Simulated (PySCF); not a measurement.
Reaction (SMILES): C(=S)=S + 4 [H][H] (H2) → C (CH4) + 2 S (H2S)
B3LYP-D3(BJ)/def2-TZVP geometries, fixed; electronic energies without zero-point terms.

Basis-set convergence of the energy of full hydrogenation at HF with PySCF. All functions are spherical. Density fitting with generated auxiliary sets. No added dispersion term, no relativity. Functions are those of the species that has most. Reference: the value in def2-QZVPPD, -87.89 kcal/mol, itself unsure by roughly 0.16 kcal/mol (its mean distance from pcseg-3, def2-QZVPP, cc-pV(Q+d)Z). Deviations are taken from unrounded values.

```json
[
 {"basis": "def2-SVPD", "functions": "74", "energy of full hydrogenation (kcal/mol)": "-99.98", "minus reference (kcal/mol)": "-12.08"},
 {"basis": "6-311+G**", "functions": "82", "energy of full hydrogenation (kcal/mol)": "-90.59", "minus reference (kcal/mol)": "-2.70"},
 {"basis": "aug-cc-pV(D+d)Z", "functions": "87", "energy of full hydrogenation (kcal/mol)": "-93.33", "minus reference (kcal/mol)": "-5.43"},
 {"basis": "6-311++G(2d,2p)", "functions": "97", "energy of full hydrogenation (kcal/mol)": "-91.04", "minus reference (kcal/mol)": "-3.15"},
 {"basis": "pcseg-2", "functions": "98", "energy of full hydrogenation (kcal/mol)": "-88.72", "minus reference (kcal/mol)": "-0.83"},
 {"basis": "def2-TZVPD", "functions": "129", "energy of full hydrogenation (kcal/mol)": "-87.04", "minus reference (kcal/mol)": "0.86"},
 {"basis": "jun-cc-pV(T+d)Z", "functions": "135", "energy of full hydrogenation (kcal/mol)": "-88.40", "minus reference (kcal/mol)": "-0.51"},
 {"basis": "cc-pV(Q+d)Z", "functions": "183", "energy of full hydrogenation (kcal/mol)": "-87.73", "minus reference (kcal/mol)": "0.16"},
 {"basis": "def2-QZVPPD", "functions": "221", "energy of full hydrogenation (kcal/mol)": "-87.89", "minus reference (kcal/mol)": "0.00"}
]
```

The smallest set listed that lies within 4 kcal/mol of the reference with all its larger relatives (same family, alike in diffuse functions; a set with none counts only in the reference's own line) is 6-311+G** (82 functions, -2.70 kcal/mol off). Inside, with no larger relative to test it: cc-pV(Q+d)Z. (Relatives not listed, tested too: 6-311++G(3df,3pd) 0.05, def2-TZVPPD -0.26, aug-cc-pV(T+d)Z -0.53, pcseg-3 -0.23 kcal/mol.)
